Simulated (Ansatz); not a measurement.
```xyz
4

S    -0.0439    0.1226   -0.0178
O     1.3696    0.0520    0.0582
O    -0.6977    1.2208   -0.0669
O    -0.6406   -1.2916    0.0328
```

RHF on singlet SO3 was run in several spherical basis sets with Ansatz (development build ahead of 0.2.0). Caution for RHF: no unrestricted run beside it, a lower state can exist.

(1) Rank the basis sets by the total energy that they give, lowest first, with the distance from the lowest.
A. def2-SVP
B. cc-pVDZ
C. 6-31G
D. STO-3G

Answers

(1) B (0.00 eV), A (8.62 eV), C (12.21 eV), D (211.69 eV).

Totals follow the description of the cores as much as that of the bonds, so this order isn't one of quality for chemistry.
